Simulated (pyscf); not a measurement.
PySCF, gas phase, ωB97X-D3(BJ)/def2-SVP geometries.

### Question
Estimate the classical barrier height and the reaction energy of H₂N–SiH(Cl)–Cl + H₂O → H₂N–Si(OH)(Cl)–Cl + H₂ at PBE0-D3(BJ)/def2-TZVP. The step runs on the singlet surface, breaks H–Si, H–O and forms O–Si, H–H; take the separated reactants as zero.

### Answer
ΔE‡ = 1.32 eV, ΔE = -0.92 eV. ωB97M-D3(BJ)/def2-TZVP gives 1.43 eV and -0.98 eV. Zero-point energy shifts the barrier by 0.00 eV. It is a four-centre exchange, with an imaginary mode of 1367i cm⁻¹. On the reactant side the descent ends in a complex, 0.30 eV under the separated species and 1.74 eV under the saddle at ωB97X-D3(BJ)/def2-TZVP. At the saddle there is also a short H–Si contact that neither side keeps. This is the saddle that the search found; another between the same sides may lie lower.
